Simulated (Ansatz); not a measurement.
A structure relaxed at PBE0-D4/def2-TZVP, charge 0, multiplicity 1:

```tsv
atom	x (Å)	y (Å)	z (Å)
N1	0.377	1.675	0.822
C2	0.093	0.668	0.335
N3	-0.293	-0.485	-0.215
H4	-0.182	-0.543	-1.216
H5	0.006	-1.316	0.273
```

Problem. Give its formula and SMILES.

Solution. CH2N2, `N#CN`.

Problem. Point group (tolerance 0.08 Å, 0.16 Å for H)?

Solution. Cs.

Problem. Summarise the bond lengths by kind.

Solution. 2 × C–N 1.154 to 1.335 Å; 2 × H–N 1.009 Å.

All numbers were calculated with Ansatz.
